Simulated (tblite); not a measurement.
Isomers of C4H9O2 (doublet state). Computed with GFN2-xTB (tblite): harmonic, unscaled wavenumbers at the GFN2-xTB geometry, gas phase. Against measured fundamentals such values can be off by several per cent, at times by over 20. One conformer each. Open shells enter through the occupations alone, without spin polarisation, and single modes of such species can be off by tens of per cent.

Electronic energies: GFN2-xTB at the same geometries; isomer energies are rough at this level and their order can be wrong.

```json
{"SMILES": "COC[C@H](C)[O]", "electronic energy, lowest = 0 (kJ/mol)": "1.8"}
{"SMILES": "CO[C@@H](C)C[O]", "electronic energy, lowest = 0 (kJ/mol)": "0.0"}
{"SMILES": "COCCC[O]", "electronic energy, lowest = 0 (kJ/mol)": "51.7"}
```

Task: How do GFN2-xTB zero-point energies change the relative energies?

Result: 
```tsv
SMILES	ZPE (kJ/mol)	of it from modes above 1550 cm⁻¹	electronic (kJ/mol)	with ZPE, lowest = 0 (kJ/mol)	lowest mode (cm⁻¹)	rings
CO[C@@H](C)C[O]	325.2	155.6	0.0	0.0	162	0
COC[C@H](C)[O]	326.1	157.2	1.8	2.7	100	0
COCCC[O]	321.3	154.0	51.7	47.8	64	0
```

The zero-point energies span 4.8 kJ/mol, from `COCCC[O]` to `COC[C@H](C)[O]`. The order is unchanged.

Task: What do entropy and thermal enthalpy add at 298.15 K and 1 bar (rigid rotor, harmonic oscillator, one conformer each)?

Result: 
```csv
SMILES,point group,symmetry number,S (J/(mol K)),H − H(0) (kJ/mol),ZPE + H − H(0) − TS (kJ/mol)
CO[C@@H](C)C[O],C1,1,342.7,20.94,243.9
COC[C@H](C)[O],C1,1,343.7,20.89,244.5
COCCC[O],C1,1,367.5,22.85,234.6
```

S holds R ln(2S + 1) for the spin.
